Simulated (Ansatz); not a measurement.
Ideal-gas functions of C4H4O (`C#CC(=C)O`) at 400 K and 1 bar, from an Ansatz frequency run at PBE0-D4/def2-TZVP.

Molar mass 68.08 g/mol, point group Cs (symmetry number 1), electronic degeneracy 1, moments of inertia 47.67, 121.207, 168.877 u Å². Harmonic wavenumbers (cm⁻¹, unscaled): 190, 269, 278, 430, 597, 648, 656, 715, 728, 824, 865, 982, 1238, 1344, 1422, 1724, 2226, 3194, 3298, 3480, 3868.

Use S(trans) = R[1.5 ln M + 2.5 ln T − 1.1517]; rotational temperatures θ = 24.2544 K / I; S(rot) = R[ln(√π/σ · √(T³/θAθBθC)) + 1.5]; for each mode x = 1.438777 ν̃/T, S = R[x/(eˣ − 1) − ln(1 − e⁻ˣ)] and H = RT x/(eˣ − 1); 1 cm⁻¹ = 0.0119627 kJ/mol; R = 8.31446 J/(mol·K).

Question: By hand: the entropy, in J/(mol·K).

Answer: Translation 167.6. Rotation: θ = 0.5088, 0.2001, 0.1436 K, giving 109.5. Vibration, mode by mode: 11.64, 8.91, 8.65, 5.47, 3.39, 2.94, 2.87, 2.43, 2.34, 1.78, 1.58, 1.13, 0.53, 0.39, 0.31, 0.12, 0.02, 0.00, 0.00, 0.00, 0.00, in all 54.5. Electronic 0.0. Sum 331.6 J/(mol·K).

Question: By hand: H − E and G − E in kJ/mol, counted from the electronic energy.

Answer: Zero-point energy ½ × 28976 × 0.0119627 = 173.3; thermal vibration 13.4; translation, rotation and pV give 4 RT = 13.3. H − E = 200.0 kJ/mol, and G − E = 200.0 − 400 × 331.6/1000 = 67.4 kJ/mol.

Vibration gives 16 % of the entropy. The sum counts one conformer and one mirror image; others add a mixing term.
